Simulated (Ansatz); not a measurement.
diphosphorus anion (P₂), SMILES P#P (connectivity only; charge and spin as stated), charge -1, multiplicity 2.

Geometry optimised at r2SCAN-D4/def2-TZVPD. The multiplicity is an assumed one; other spin states were not compared.

Two levels are set side by side: PBE/def2-TZVPD (Ansatz, a first-principles code) and CAM-B3LYP/def2-TZVPD (Ansatz). Energy differences of separate SCF runs at the same geometry; the states with an electron removed or added have multiplicity 1. Differences are taken from unrounded values.

```tsv
quantity	CAM-B3LYP
vertical ionisation energy (eV)	0.78
```

### Question
What does PBE give, and how far is it from CAM-B3LYP? (Estimate from the structure and the level; the computed values follow.)

### Answer

| quantity | PBE | PBE minus CAM-B3LYP |
|---|---|---|
| vertical ionisation energy (eV) | 0.63 | -0.14 |
